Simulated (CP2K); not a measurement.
# SiNH6S+ (SMILES [NH3+][SiH2]S): levels of theory compared

We compute a comparison of 3 runs (AM1, PDG, PM3) of SiNH6S+. 

The calculation is run with CP2K 2026.2.

4 further runs of the same task are left out: 2 that didn't finish, 2 set aside as unsound or not needed.

### Step 1. The structure to begin with

SiNH6S+ has 9 atoms, charge +1, and is taken as a singlet. SMILES: `[NH3+][SiH2]S`. The shape is that of a GFN2-xTB optimisation. This is one conformer, not always the lowest.

Bond lengths: N1–Si2 1.928 Å, Si2–S3 2.117 Å, N1–H4 1.022 Å, N1–H5 1.023 Å, N1–H6 1.023 Å, Si2–H7 1.451 Å, Si2–H8 1.451 Å, S3–H9 1.323 Å. Some angles: N1–Si2–S3 96.3°, N1–Si2–H7 100.7°, N1–Si2–H8 100.7°, S3–Si2–H7 117.2°, S3–Si2–H8 117.3°, Si2–N1–H4 112.5°, Si2–N1–H5 111.2°, Si2–N1–H6 111.2°, Si2–S3–H9 98.6°, H7–Si2–H8 117.9°.

### Step 2. Energy and forces at AM1 (run 1)

job.inp reads:

```
&FORCE_EVAL
 METHOD QS
 &DFT
  CHARGE 1
  &QS
   METHOD AM1
   EPS_DEFAULT 1.0E-10
   &SE
    &COULOMB
     CUTOFF [angstrom] 50
     RC_RANGE [angstrom] 0
    &END COULOMB
    &EXCHANGE
     CUTOFF [angstrom] 50
     RC_RANGE [angstrom] 0
    &END EXCHANGE
   &END SE
  &END QS
  ! cluster boundary conditions
  &POISSON
   PERIODIC NONE
   POISSON_SOLVER ANALYTIC
  &END POISSON
  &SCF
   SCF_GUESS ATOMIC
   EPS_SCF 1.0E-06
   MAX_SCF 100
   ADDED_MOS 4
   &DIAGONALIZATION
    ALGORITHM STANDARD
   &END DIAGONALIZATION
   &MIXING
    METHOD DIRECT_P_MIXING
    ALPHA 0.4
   &END MIXING
  &END SCF
  &PRINT
   &MOMENTS
    PERIODIC F
    REFERENCE COM
    MAX_MOMENT 1
   &END MOMENTS
   &MO ON
    ENERGIES T
    OCCUPATION_NUMBERS T
    NDIGITS 6
    &EACH
     QS_SCF 0
    &END EACH
    ADD_LAST NUMERIC
   &END MO
   &HIRSHFELD OFF
   &END HIRSHFELD
  &END PRINT
 &END DFT
 &SUBSYS
  &CELL
   ABC 14.6 15 15.9
   PERIODIC NONE
  &END CELL
  &COORD
   N      6.663980     8.362905     6.876475
   Si     7.270080     6.693665     7.626525
   S      8.153850     7.524225     9.361215
   H      6.181560     8.237995     5.984465
   H      7.446560     9.002015     6.717065
   H      6.019670     8.841225     7.510955
   H      8.164690     6.236335     6.579145
   H      6.007220     5.997985     7.791585
   H      8.592780     6.405605     9.915535
  &END COORD
 &END SUBSYS
 &PRINT
  &FORCES ON
  &END FORCES
 &END PRINT
&END FORCE_EVAL
&GLOBAL
 PROJECT_NAME job
 RUN_TYPE ENERGY_FORCE
 PRINT_LEVEL MEDIUM
&END GLOBAL
```

On the command line:

```sh
$ OMP_NUM_THREADS=1 cp2k.psmp -i job.inp -o job.out
```

The program printed:

```text
CP2K| version string:                                       CP2K version 2026.2
[...]
 GLOBAL| Method name                                                        CP2K
[...]
 GLOBAL| Run type                                                   ENERGY_FORCE
[...]
                             - Atoms:                                          9
[...]
                             - Spherical basis functions:                     18
[...]
 Number of electrons:                                                         20
[...]
     1 P_Mix/Diag. 0.40E+00    0.0     0.75665807       -16.2231764938 -1.62E+01
[...]
    17 DIIS/Diag.  0.22E-06    0.0     0.00000034       -20.6236281905 -6.12E-12
  *** SCF run converged in    17 steps ***
  Core-core repulsion energy [eV]:                           1024.32711773498954
  Core Hamiltonian energy [eV]:                              -872.22514889680133
  Two-electron integral energy [eV]:                        -1426.59886408828675
  Electronic energy [eV]:                                   -1585.52458094094459
  Total energy [eV]:                                         -561.19746320595505
  Atomic reference energy [eV]:                               567.55613285072150
  Heat of formation [kcal/mol]:                               146.63441710819680
[...]
 SE_DIPOLE| Moment [Debye]          2.85732492      -0.87398682       4.91870455
 SE_DIPOLE| Derivative [a.u.]       0.00000000       0.00000000       0.00000000
 ENERGY| Total FORCE_EVAL ( QS ) energy [hartree]            -20.623628190477085
 FORCES| Atomic forces [hartree/bohr]
 FORCES|   Atom     x               y               z               |f|
 FORCES|      1  1.19451819E-03 -1.16767898E-03  2.03196917E-03   2.63044608E-03
 FORCES|      2 -1.88681685E-02  7.93706756E-03 -3.20598909E-02   3.80373688E-02
 FORCES|      3  1.20958066E-02  1.28559160E-02  2.40979885E-02   2.98713268E-02
 FORCES|      4  1.59799503E-03 -1.99171308E-04  2.80121763E-03   3.23111088E-03
 FORCES|      5 -1.71742021E-03 -1.92627075E-03 -2.30327022E-04   2.59096540E-03
 FORCES|      6  1.07752275E-03 -1.67298051E-03 -1.77461797E-03   2.66630607E-03
 FORCES|      7  8.86779196E-04 -5.99316378E-03 -1.22748761E-03   6.18151399E-03
 FORCES|      8 -5.40232168E-04 -6.16016732E-03 -4.45904160E-04   6.19986634E-03
 FORCES|      9  4.27319914E-03 -3.67355091E-03  6.80705233E-03   8.83692076E-03
 FORCES| Sum     2.77555756E-16  6.80011603E-16 -2.49800181E-16
 FORCES| Total atomic force                                       7.75791923E-16
[...]
```

Wall time 0.84 s (1 thread of AMD EPYC 9R45 (Zen 5), shared host); peak memory 0.19 GiB.

### Step 3. Energy and gradient at PDG (run 2)

gas.inp reads:

```
&GLOBAL
 PROJECT gas
 RUN_TYPE ENERGY_FORCE
 PRINT_LEVEL MEDIUM
&END

&FORCE_EVAL
 METHOD QS
 &DFT
  CHARGE 1
  # Quickstep
  &QS
   METHOD PDG
   EPS_DEFAULT 1.0E-10
   &SE
    &COULOMB
     CUTOFF [angstrom] 50
     RC_RANGE [angstrom] 0
    &END
    &EXCHANGE
     CUTOFF [angstrom] 50
     RC_RANGE [angstrom] 0
    &END
   &END
  &END
  &POISSON
   PERIODIC NONE
   POISSON_SOLVER ANALYTIC
  &END
  # self-consistent field
  &SCF
   SCF_GUESS ATOMIC
   EPS_SCF 1.0E-06
   MAX_SCF 150
   ADDED_MOS 8
   &DIAGONALIZATION
    ALGORITHM STANDARD
   &END
   &MIXING
    METHOD DIRECT_P_MIXING
    ALPHA 0.4
   &END
  &END
  &PRINT
   &MOMENTS
    PERIODIC F
    REFERENCE COM
    MAX_MOMENT 1
   &END
   &MO ON
    ENERGIES T
    OCCUPATION_NUMBERS T
    NDIGITS 6
    &EACH
     QS_SCF 0
    &END
    ADD_LAST NUMERIC
   &END
   &HIRSHFELD OFF
   &END
  &END
 &END
 &SUBSYS
  # box in angstrom
  &CELL
   ABC 14.6 15 15.9
   PERIODIC NONE
  &END
  &COORD
   N     -0.502730     0.884910    -0.719410
   Si     0.103370    -0.784330     0.030640
   S      0.987140     0.046230     1.765330
   H     -0.985150     0.760000    -1.611420
   H      0.279850     1.524020    -0.878820
   H     -1.147040     1.363230    -0.084930
   H      0.997980    -1.241660    -1.016740
   H     -1.159490    -1.480010     0.195700
   H      1.426070    -1.072390     2.319650
  &END
  &TOPOLOGY
   &CENTER_COORDINATES
   &END
  &END
 &END
 # extra output
 &PRINT
  &FORCES ON
  &END
 &END
&END
```

On the command line:

```sh
$ OMP_NUM_THREADS=1 cp2k.psmp -i gas.inp > gas.out 2>&1
```

The program printed:

```text
CP2K| version string:                                       CP2K version 2026.2
[...]
 GLOBAL| Method name                                                        CP2K
[...]
 GLOBAL| Run type                                                   ENERGY_FORCE
[...]
                             - Atoms:                                          9
[...]
                             - Spherical basis functions:                     18
[...]
 Number of electrons:                                                         20
[...]
     1 P_Mix/Diag. 0.40E+00    0.0     0.81485335       -13.8015195058 -1.38E+01
[...]
    16 DIIS/Diag.  0.15E-06    0.0     0.00000033       -18.0036473584 -1.42E-11
  *** SCF run converged in    16 steps ***
  Core-core repulsion energy [eV]:                            946.92491092530838
  Core Hamiltonian energy [eV]:                              -718.33980537914192
  Two-electron integral energy [eV]:                        -1436.97852926978226
  Electronic energy [eV]:                                   -1436.82907001403305
  Total energy [eV]:                                         -489.90415908872473
  Atomic reference energy [eV]:                               496.35104785072156
  Heat of formation [kcal/mol]:                               148.66879844196120
[...]
 SE_DIPOLE| Moment [Debye]          2.81772952      -1.42003821       4.73812101
 SE_DIPOLE| Derivative [a.u.]       0.00000000       0.00000000       0.00000000
 ENERGY| Total FORCE_EVAL ( QS ) energy [hartree]            -18.003647358445452
 FORCES| Atomic forces [hartree/bohr]
 FORCES|   Atom     x               y               z               |f|
 FORCES|      1 -2.38111692E-03  7.67697535E-03 -2.60577510E-03   8.44959953E-03
 FORCES|      2 -2.49540022E-02 -7.29584290E-03 -4.58958738E-02   5.27481069E-02
 FORCES|      3  1.38280328E-02  1.31561199E-02  2.72379789E-02   3.32596673E-02
 FORCES|      4  1.10243593E-02  5.04254877E-03  2.08062267E-02   2.40803419E-02
 FORCES|      5 -1.90067152E-02 -1.27412669E-02  2.04773269E-03   2.29736439E-02
 FORCES|      6  1.37004262E-02 -9.11643026E-03 -1.61390992E-02   2.30495445E-02
 FORCES|      7 -1.07723907E-02  1.48885131E-03  1.54557513E-02   1.88981832E-02
 FORCES|      8  1.82427525E-02  4.68235721E-03 -8.60109207E-04   1.88537072E-02
 FORCES|      9  3.18654331E-04 -2.89331248E-03 -4.68322672E-05   2.91118377E-03
 FORCES| Sum     2.08166817E-16 -5.20417043E-17  2.77555756E-17
 FORCES| Total atomic force                                       2.16361121E-16
[...]
```

Run time: 0.86 s. Hardware: 1 thread of AMD EPYC 9R45 (Zen 5), shared host; peak memory 0.19 GiB.

### Step 4. Energy and forces at PM3 (run 3)

molecule.inp reads:

```
&GLOBAL
  PROJECT_NAME molecule
  RUN_TYPE ENERGY_FORCE
  PRINT_LEVEL MEDIUM
&END GLOBAL
&FORCE_EVAL
  METHOD QUICKSTEP
  &DFT
    CHARGE 1
    MULTIPLICITY 1
    &QS
      METHOD PM3
      EPS_DEFAULT 1.0E-10
      &SE
        &COULOMB
          CUTOFF [angstrom] 50
          RC_RANGE [angstrom] 0
        &END COULOMB
        &EXCHANGE
          CUTOFF [angstrom] 50
          RC_RANGE [angstrom] 0
        &END EXCHANGE
      &END SE
    &END QS
    # isolated system
    &POISSON
      PERIODIC NONE
      POISSON_SOLVER ANALYTIC
    &END POISSON
    # self-consistent field
    &SCF
      SCF_GUESS ATOMIC
      EPS_SCF 1.0E-05
      MAX_SCF 150
      ADDED_MOS 6
      MAX_DIIS 12
      &DIAGONALIZATION
        ALGORITHM STANDARD
      &END DIAGONALIZATION
      &MIXING
        METHOD DIRECT_P_MIXING
        ALPHA 0.4
      &END MIXING
      &SMEAR ON
        METHOD FERMI_DIRAC
        ELECTRONIC_TEMPERATURE [K] 300
      &END SMEAR
    &END SCF
    # extra output
    &PRINT
      &MOMENTS
        PERIODIC F
        REFERENCE COM
        MAX_MOMENT 1
      &END MOMENTS
      &MO ON
        ENERGIES T
        OCCUPATION_NUMBERS T
        NDIGITS 6
        &EACH
          QS_SCF 0
        &END EACH
        ADD_LAST NUMERIC
      &END MO
      &HIRSHFELD OFF
      &END HIRSHFELD
    &END PRINT
  &END DFT
  &SUBSYS
    # vacuum box
    &CELL
      ABC [angstrom] 14.6 15 15.9
      PERIODIC NONE
    &END CELL
    &COORD
      N     -0.502730     0.884910    -0.719410
      Si     0.103370    -0.784330     0.030640
      S      0.987140     0.046230     1.765330
      H     -0.985150     0.760000    -1.611420
      H      0.279850     1.524020    -0.878820
      H     -1.147040     1.363230    -0.084930
      H      0.997980    -1.241660    -1.016740
      H     -1.159490    -1.480010     0.195700
      H      1.426070    -1.072390     2.319650
    &END COORD
    &TOPOLOGY
      &CENTER_COORDINATES
      &END CENTER_COORDINATES
    &END TOPOLOGY
  &END SUBSYS
  # extra output
  &PRINT
    &FORCES ON
    &END FORCES
  &END PRINT
&END FORCE_EVAL
```

On the command line:

```sh
$ OMP_NUM_THREADS=1 cp2k.psmp -i molecule.inp > molecule.out 2>&1
```

The program printed:

```text
CP2K| version string:                                       CP2K version 2026.2
[...]
 GLOBAL| Method name                                                        CP2K
[...]
 GLOBAL| Run type                                                   ENERGY_FORCE
[...]
                             - Atoms:                                          9
[...]
                             - Spherical basis functions:                     18
[...]
 Number of electrons:                                                         20
[...]
     1 P_Mix/Diag. 0.40E+00    0.0     0.77465897       -14.2962490459 -1.43E+01
[...]
    18 DIIS/Diag.  0.40E-06    0.0     0.00000239       -18.6382055857 -5.82E-10
  *** SCF run converged in    18 steps ***
  Core-core repulsion energy [eV]:                            947.64264235434007
  Core Hamiltonian energy [eV]:                              -733.71672582262261
  Two-electron integral energy [eV]:                        -1442.19456624591476
  Electronic energy [eV]:                                   -1454.81400894557987
  Electronic entropic energy:                                  -0.00000000000000
  Fermi energy:                                                -0.26006021281094
  Total energy [eV]:                                         -507.17136659123997
  Atomic reference energy [eV]:                               513.33154785072156
  Heat of formation [kcal/mol]:                               142.05716584260688
[...]
 SE_DIPOLE| Moment [Debye]          2.90114335      -0.98986072       4.97304219
 SE_DIPOLE| Derivative [a.u.]       0.00000000       0.00000000       0.00000000
 ENERGY| Total FORCE_EVAL ( QS ) energy [hartree]            -18.638205585751297
 FORCES| Atomic forces [hartree/bohr]
 FORCES|   Atom     x               y               z               |f|
 FORCES|      1 -2.31285407E-03  5.19171492E-03 -2.95653177E-03   6.40658083E-03
 FORCES|      2 -9.62890873E-03  2.35281469E-02 -1.25353265E-02   2.83447348E-02
 FORCES|      3  7.41995289E-03 -2.72868190E-03  1.26988760E-02   1.49587050E-02
 FORCES|      4  6.89835892E-03  1.58731412E-03  1.26907753E-02   1.45314384E-02
 FORCES|      5 -1.08529137E-02 -8.37524895E-03  7.66589201E-04   1.37301926E-02
 FORCES|      6  7.70007102E-03 -6.34908802E-03 -9.54007763E-03   1.38063425E-02
 FORCES|      7  2.54395761E-03 -7.07343299E-03 -4.03054055E-03   8.52938636E-03
 FORCES|      8 -3.55379299E-03 -7.74804413E-03 -6.16135640E-04   8.54641770E-03
 FORCES|      9  1.78612902E-03  1.96732004E-03  3.52237159E-03   4.41222241E-03
 FORCES| Sum    -1.87350135E-16 -2.04697370E-16  1.35308431E-16
 FORCES| Total atomic force                                       3.08722299E-16
[...]
```

Run time: 0.86 s. Hardware: 1 thread of AMD EPYC 9R45 (Zen 5), shared host; peak memory 0.19 GiB.

### Step 5. Overview of the runs

```tsv
run	level	iteration cap	added orbitals	energy (Eh)	HOMO energy (eV)	LUMO energy (eV)	HOMO–LUMO gap (eV)	wall time
1	AM1	100	4	-20.623628	-14.22	-6.33	7.90	0.84 s
2	PDG	150	8	-18.003647	-12.92	-5.61	7.31	0.86 s
3	PM3	150	6	-18.638206	-13.60	-6.18	7.42	0.86 s
```

### Step 6. What came out

```
                                        quantity           value
                             run 3: total energy    -18.63821 Eh
                              run 3: HOMO energy       -13.60 eV
                              run 3: LUMO energy        -6.18 eV
                            run 3: HOMO–LUMO gap         7.42 eV
run 3: heat of formation at this unrelaxed shape  142.1 kcal/mol
                 run 3: largest force on an atom      1.458 eV/Å
```

**Reading.** Force-field and semi-empirical energies have zeros of their own, so their totals don't compare. All runs together took 2.6 s, the longest 0.86 s.
